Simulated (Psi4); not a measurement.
# doublet [SiH2F2]+: levels of theory compared

Aim: a comparison of 4 runs (U-wB97X/aug-cc-pVDZ, UB3LYP/aug-cc-pVDZ, UBHLYP/aug-cc-pVDZ, UCAM-B3LYP/aug-cc-pVDZ) of doublet [SiH2F2]+. 

The calculation is run with Psi4 1.11.

## (1) The system as given

[SiH2F2]+ has 5 atoms, charge +1, and is taken as a doublet. SMILES of the parent species: `F[SiH2]F`. Geometry: relaxed at PBE0-D4/def2-TZVP. That shape belongs to the parent species and isn't relaxed for this state.

Bond lengths: F1–Si2 1.586 Å, Si2–F3 1.586 Å, Si2–H4 1.474 Å, Si2–H5 1.474 Å. Angles: F1–Si2–F3 108.0°, F1–Si2–H4 108.5°, F1–Si2–H5 108.5°, F3–Si2–H4 108.5°, F3–Si2–H5 108.5°, H4–Si2–H5 114.6°.

## (2) A single-point energy at U-wB97X/aug-cc-pVDZ (run 1)

File input.inp:

```
memory 1600 MB

molecule {
  1 2
  F     -1.079010     0.538200     0.980720
  Si    -0.005220    -0.000540    -0.054090
  F      1.247630    -0.520590     0.766910
  H     -0.590470    -1.138740    -0.786300
  H      0.427070     1.121680    -0.907250
  units angstrom
  symmetry c1
  no_reorient
  no_com
}

set basis aug-cc-pVDZ
set reference uks
set puream true
set e_convergence 1e-09
set d_convergence 1e-08
set scf_type pk
set dft_radial_points 99
set dft_spherical_points 590
set maxiter 100

e_tot, wfn = energy('wb97x', return_wfn=True)
oeprop(wfn, 'LOWDIN_CHARGES', 'DIPOLE', 'QUADRUPOLE', title='WB97X')
```

Run with:

```bash
$ psi4 -n 1 input.inp input.out
```

input.out:

```text
[...]
  Running in c1 symmetry.
[...]
  Nuclear repulsion =  118.741930693433218
[...]
  Multiplicity = 2
[...]
  Nalpha       = 17
  Nbeta        = 16
[...]
    Number of basis functions: 91
[...]
   @UKS iter   1:  -489.89381709278632   -6.58967e-02   5.13126e-03 ADIIS/DIIS
[...]
   @UKS iter  13:  -489.98847923768921   -2.16005e-12   3.78016e-09 DIIS
[...]
   @S^2 Observed:                7.613822853E-01
[...]
    Orbital Energies [Eh]
    ---------------------
    Alpha Occupied:
       1A    -66.551604     2A    -25.052659     3A    -25.052658
       4A     -5.788003     5A     -4.145707     6A     -4.145004
       7A     -4.143431     8A     -1.615996     9A     -1.596221
      10A     -1.008211    11A     -0.892213    12A     -0.882399
      13A     -0.881069    14A     -0.828873    15A     -0.817631
      16A     -0.803510    17A     -0.786156
    Alpha Virtual:
      18A     -0.163461    19A     -0.156190    20A     -0.123779
      21A     -0.081016    22A     -0.077321    23A     -0.067154
      24A     -0.039819    25A     -0.036104    26A     -0.004882
[...]
  @UKS Final Energy:  -489.98847923768921
   => Energetics <=
    Nuclear Repulsion Energy =            118.7419306934332184
    One-Electron Energy =                -907.2900940973427169
    Two-Electron Energy =                 329.8629009829428469
    DFT Exchange-Correlation Energy =     -31.3032168167225784
    Empirical Dispersion Energy =           0.0000000000000000
    VV10 Nonlocal Energy =                  0.0000000000000000
    Total Energy =                       -489.9884792376892051
[...]
 Multipole Moments:
 ------------------------------------------------------------------------------------
     Multipole            Electronic (a.u.)      Nuclear  (a.u.)        Total (a.u.)
 ------------------------------------------------------------------------------------
 L = 1.  Multiply by 2.5417464519 to convert [e a0] to [Debye]
 Dipole X            :         -2.5271964            2.4209281           -0.1062683
 Dipole Y            :         -0.2640702            0.2529776           -0.0110925
 Dipole Z            :        -26.1928258           25.0915189           -1.1013069
 Magnitude           :                                                    1.1064777
 L = 2.  Multiply by 1.3450342976 to convert [e a0^2] to [Debye ang]
 Quadrupole XX       :       -104.6368644           89.3445204          -15.2923440
 Quadrupole XY       :         37.1132276          -35.4270158            1.6862119
[...]
```

Run time: 17 s. Hardware: 1 thread of AMD EPYC 9R45 (Zen 5), shared host; peak memory 0.84 GiB.

## (3) Energy and gradient at UB3LYP/aug-cc-pVDZ (run 2)

File job.dat:

```
memory 1600 mb

molecule geom {
  1 2
  F     -2.03903339     1.01705060     1.85329220
  Si    -0.00986437    -0.00102045    -0.10221529
  F      2.35767900    -0.98377252     1.44924986
  H     -1.11582658    -2.15190673    -1.48589165
  H      0.80704534     2.11966800    -1.71445403
  units au
  symmetry c1
  no_reorient
  no_com
}

set globals {
  reference uks
  puream true
  e_convergence 1e-09
  d_convergence 1e-08
  scf_type pk
  dft_radial_points 99
  dft_spherical_points 590
  maxiter 100
}

result, w = gradient("b3lyp/aug-cc-pVDZ", return_wfn=True)
oeprop(w, "LOWDIN_CHARGES", "WIBERG_LOWDIN_INDICES", "QUADRUPOLE")
```

Run with:

```bash
$ psi4 -i job.dat -o job.out -n 1
```

job.out, cut to the lines that bear on the results:

```text
[...]
  Running in c1 symmetry.
[...]
  Nuclear repulsion =  118.741930786793503
[...]
  Multiplicity = 2
[...]
  Nalpha       = 17
  Nbeta        = 16
[...]
    Number of basis functions: 91
[...]
   @UKS iter   1:  -489.98337557423991    8.27656e-02   5.37003e-03 DIIS/ADIIS
[...]
   @UKS iter  12:  -490.06681463562353   -4.03588e-12   3.53507e-09 DIIS
[...]
   @S^2 Observed:                7.596843658E-01
[...]
  @UKS Final Energy:  -490.06681463562353
   => Energetics <=
    Nuclear Repulsion Energy =            118.7419307867935032
    One-Electron Energy =                -907.2397357667673532
    Two-Electron Energy =                 332.5647693645212826
    DFT Exchange-Correlation Energy =     -34.1337790201709836
    Empirical Dispersion Energy =           0.0000000000000000
    VV10 Nonlocal Energy =                  0.0000000000000000
    Total Energy =                       -490.0668146356235297
[...]
  -Total Gradient:
     Atom            X                  Y                   Z
    ------   -----------------  -----------------  -----------------
       1        0.012847655422    -0.005850929147    -0.001264247432
       2       -0.004492096734    -0.000466387272    -0.046514074318
       3       -0.012858510082     0.005847444215     0.001101912388
       4        0.011575757622     0.020948470318     0.022229611609
       5       -0.007072794625    -0.020478595338     0.024446970748
[...]
 Multipole Moments:
 ------------------------------------------------------------------------------------
     Multipole            Electronic (a.u.)      Nuclear  (a.u.)        Total (a.u.)
 ------------------------------------------------------------------------------------
 L = 1.  Multiply by 2.5417464519 to convert [e a0] to [Debye]
 Dipole X            :         -2.5197316            2.4209281           -0.0988035
 Dipole Y            :         -0.2632909            0.2529777           -0.0103132
 Dipole Z            :        -26.1154808           25.0915188           -1.0239620
 Magnitude           :                                                    1.0287695
 L = 2.  Multiply by 1.3450342976 to convert [e a0^2] to [Debye ang]
 Quadrupole XX       :       -104.5728163           89.3445203          -15.2282959
 Quadrupole XY       :         36.9766671          -35.4270157            1.5496514
[...]
```

Run time: 20 s. Hardware: 1 thread of AMD EPYC 9R45 (Zen 5), shared host; peak memory 0.77 GiB.

Run 3 isn't shown in full; the table further down has it.

## (4) Energy and forces at UCAM-B3LYP/aug-cc-pVDZ (run 4)

File input.inp:

```
memory 1600 mb

molecule mol {
  1 2
  F     -2.03903339     1.01705060     1.85329220
  Si    -0.00986437    -0.00102045    -0.10221529
  F      2.35767900    -0.98377252     1.44924986
  H     -1.11582658    -2.15190673    -1.48589165
  H      0.80704534     2.11966800    -1.71445403
  units bohr
  symmetry c1
  no_reorient
  no_com
}

set globals {
  basis                aug-cc-pVDZ
  reference            uks
  puream               true
  e_convergence        1e-09
  d_convergence        1e-08
  scf_type             pk
  dft_radial_points    99
  dft_spherical_points 590
  maxiter              100
}

result, w = gradient('cam-b3lyp', return_wfn=True)
print_variables()
```

Run with:

```bash
$ psi4 -n 1 input.inp input.out
```

input.out:

```text
[...]
  Running in c1 symmetry.
[...]
  Nuclear repulsion =  118.741930786793503
[...]
  Multiplicity = 2
[...]
  Nalpha       = 17
  Nbeta        = 16
[...]
    Number of basis functions: 91
[...]
   @UKS iter   1:  -489.91453126301082   -5.42340e-03   5.19780e-03 ADIIS/DIIS
[...]
   @UKS iter  12:  -490.00179088613885   -2.50111e-12   3.79982e-09 DIIS
[...]
   @S^2 Observed:                7.638879070E-01
[...]
    Orbital Energies [Eh]
    ---------------------
    Alpha Occupied:
       1A    -66.626460     2A    -25.072098     3A    -25.072096
       4A     -5.762711     5A     -4.123617     6A     -4.122504
       7A     -4.120955     8A     -1.574819     9A     -1.554967
      10A     -0.967082    11A     -0.854034    12A     -0.844663
      13A     -0.844001    14A     -0.792176    15A     -0.781345
      16A     -0.767000    17A     -0.752027
    Alpha Virtual:
      18A     -0.209546    19A     -0.202052    20A     -0.169596
      21A     -0.122878    22A     -0.118103    23A     -0.103392
      24A     -0.068899    25A     -0.062317    26A     -0.048428
[...]
  @UKS Final Energy:  -490.00179088613885
   => Energetics <=
    Nuclear Repulsion Energy =            118.7419307867935032
    One-Electron Energy =                -907.2353100121329135
    Two-Electron Energy =                 330.2957534576059402
    DFT Exchange-Correlation Energy =     -31.8041651184054324
    Empirical Dispersion Energy =           0.0000000000000000
    VV10 Nonlocal Energy =                  0.0000000000000000
    Total Energy =                       -490.0017908861388491
[...]
 Multipole Moments:
 ------------------------------------------------------------------------------------
     Multipole            Electronic (a.u.)      Nuclear  (a.u.)        Total (a.u.)
 ------------------------------------------------------------------------------------
 L = 1.  Multiply by 2.5417464519 to convert [e a0] to [Debye]
 Dipole X            :         -2.5280990            2.4209281           -0.1071709
 Dipole Y            :         -0.2641643            0.2529777           -0.0111867
 Dipole Z            :        -26.2021808           25.0915188           -1.1106620
 Magnitude           :                                                    1.1158767
[...]
  -Total Gradient:
     Atom            X                  Y                   Z
    ------   -----------------  -----------------  -----------------
       1        0.006776363606    -0.002804281085     0.004596586780
       2       -0.005894140135    -0.000612909223    -0.061042937028
       3       -0.005772766149     0.002906689763     0.005753722383
       4        0.012021363051     0.021528275152     0.024207262453
       5       -0.007130913809    -0.021017782813     0.026484448944
[...]
```

Wall time 29 s (1 thread of AMD EPYC 9R45 (Zen 5), shared host); peak memory 0.85 GiB.

## (5) The series

| run | level | task | energy (Eh) | HOMO energy (eV) | LUMO energy (eV) | ⟨S²⟩ | wall time |
| --- | --- | --- | --- | --- | --- | --- | --- |
| 1 | U-wB97X/aug-cc-pVDZ | energy | -489.988479 | -21.39 | -13.34 | 0.761 | 17 s |
| 2 | UB3LYP/aug-cc-pVDZ | gradient | -490.066815 | -18.69 | -15.52 | 0.760 | 20 s |
| 3 | UBHLYP/aug-cc-pVDZ | gradient | -489.966665 | -20.52 | -14.55 | 0.770 | 19 s |
| 4 | UCAM-B3LYP/aug-cc-pVDZ | gradient | -490.001791 | -20.46 | -14.21 | 0.764 | 29 s |

## (6) Summary of results

```
                                 quantity          value
                      run 4: total energy  -490.00179 Eh
run 4: HOMO energy (highest over α and β)      -20.46 eV
 run 4: LUMO energy (lowest over α and β)      -14.21 eV
                              run 4: ⟨S²⟩          0.764
          run 4: largest force on an atom     3.154 eV/Å
```

**Reading.** Totals of different functionals can't be ranked against each other. All runs together took 86 s, the longest 29 s.
